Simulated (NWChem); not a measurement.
System: C2H3, doublet; SMILES [CH]=C

All runs: NWChem. Pople sets run with spherical d functions. Spin-unrestricted. In the optimisation the excess spin sits in a' (Cs, its own frame). All runs use the structure optimised with PBE0/def2-SVP, spin-unrestricted. No stability test was run on the SCF state. Level: M05-2X/6-31G* with COSMO at NWChem's default radii, gas-phase geometry; rows give the dielectric constant. Reactions with the solvent are ignored.

```csv
dielectric constant,electrostatic solvation energy (kcal/mol),dipole in solution (D)
1.5,-0.6,0.73
2.0,-1.0,0.76
3.9,-1.5,0.80
20.7,-1.9,0.84
78.4,-2.0,0.85
```
